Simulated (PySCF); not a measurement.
Ligands exchanged one at a time, C H-Cl. Gas-phase values, no solvent. Strings in code marks are SMILES.

Computed with PySCF 2.14.0 with ωB97X-D3(BJ)/def2-TZVP // B3LYP-D3(BJ)/def2-TZVP. All candidates: neutral, multiplicity 1. Delta-SCF ions had no search for a lower state. 

* **vertical ionisation energy (Delta-SCF)**: 11.41 eV
* **HOMO**: -10.99 eV
* **HOMO–LUMO gap**: 13.84 eV

Task: Which member has these values?
A. `ClCCl`
B. `C`
C. `CCl`
D. `ClC(Cl)(Cl)Cl`

Result: C, `CCl`. The others give `C`: 14.38 eV, -13.67 eV, 17.13 eV; `ClC(Cl)(Cl)Cl`: 11.73 eV, -11.61 eV, 12.28 eV; `ClCCl`: 11.54 eV, -11.27 eV, 13.39 eV
